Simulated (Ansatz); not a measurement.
Eight cases of atomisation energy with Al to Br (electronic energies, kJ/mol), geometries: B3LYP-D3(BJ)/def2-TZVP. Functionals by Ansatz (a first-principles code) in def2-TZVPD; columns hold the difference against the high level (Ansatz, AFQMC by cisd_afqmc): A = CCSD(T)/CBS(cc-pV(Q+d)Z,cc-pV(5+d)Z) + [CCSDT(Q) - CCSD(T)]/cc-pV(Q+d)Z + [CCSDTQ - CCSDT(Q)]/cc-pV(D+d)Z + core + X2C; B = CCSD(T)/CBS(cc-pV(T+d)Z,cc-pV(Q+d)Z) + [CCSDT(Q) - CCSD(T)]/cc-pV(D+d)Z + core + X2C; C = CCSD(T)/CBS(cc-pVQZ,cc-pV5Z) + [CCSDT(Q) - CCSD(T)]/cc-pVTZ; D = CCSD(T)/CBS(def2-TZVPP,def2-QZVPP) + [CCSDT(Q) - CCSD(T)]/def2-SVP. The cases were drawn at random from those of this class that have a high level and all functionals, leaving out states under which another spin lies or may lie. Left out are anions, K, Ca, elements past Kr, ionisation of Li, Na and Mg, pi-pi* triplets of linear molecules and other triplets made from a closed-shell parent. Runs that doubt their state, and full CI more than 15 mEh from coupled cluster, are set aside; a case stays where another high level and all functionals remain. AFQMC serves as high level only in triple zeta or larger, with a steady walk, a bar under 0.8 kcal/mol and agreement with other high levels or trials where they ran; where none ran, an unstable determinant or (outside 3d species) a high T1 diagnostic also bars it, so strongly correlated cases are thinned. No case was kept or dropped by the size of a functional's miss. Each difference is the functional minus the high level; affinities count positive where energy is released, gaps as the second state minus the first. Open shells are spin-unrestricted; no spin-orbit coupling. Correlated methods leave the cores frozen (noble-gas shells, and filled d and f shells in the p block). Rows without X2C or -DK are non-relativistic. CBS(X,Y): correlation extrapolated as X^-3, Hartree-Fock from the larger set (Q,5: extrapolated as (X+1)exp(-9√X)). A bracket is a step between two methods taken in the basis named. The functionals are non-relativistic, so their misses hold any scalar relativity. 'core' is core correlation in cc-pwCVTZ (1s frozen past Ne), 'X2C' scalar relativity in cc-pVTZ-DK, both at CCSD(T). Where a partner has so few electrons that a lower coupled-cluster level is exact, that level stands in. Spin-orbit terms, left out, reach several kcal/mol for Br and I, and more for heavier atoms. The T1 diagnostic of OSi (O=[Si], singlet) reaches 0.030 in the sets run. The UHF reference of FOSe ([O][Se]F, doublet) is spin-contaminated (<S^2> up to 0.04 over the pure value in the sets run). The spin of F2Ga ([F][Ga][F], doublet) was assumed, and the state is the lowest solution found for it.

```tsv
case	level	value	PBE	wB97M-V	r2SCAN
SiHClF (SMILES F[SiH]Cl, doublet)	B	1263.2	5.4	-6.9	11.9
SeOF (SMILES [O][Se]F, doublet)	C	793.6	90.5	-19.7	19.2
CBrCl3 (bromo(trichloro)methane, SMILES ClC(Cl)(Cl)Br)	D	1262.6	80.9	4.7	21.5
C3H6S (SMILES C1CSC1)	B	3853.8	62.5	2.7	-7.7
C2H3ClF2 (SMILES CC(F)(F)Cl)	B	3013.9	86.3	2.7	11.0
GaF2 (SMILES [F][Ga][F], doublet)	C	927.5	-2.3	-43.5	-15.9
CH4N2S (SMILES NC(N)=S)	B	2923.8	114.1	22.6	-1.6
SiO (SMILES O=[Si])	A	805.3	13.9	0.2	-21.0
```

Over these rows, PBE: mean +56.4, mean absolute 57.0, median absolute 71.7, largest +114.1; wB97M-V: mean -4.7, mean absolute 12.9, median absolute 5.8, largest -43.5; r2SCAN: mean +2.2, mean absolute 13.7, median absolute 13.9, largest +21.5 kJ/mol. PBE lies above in 7 and below in 1 of the eight.
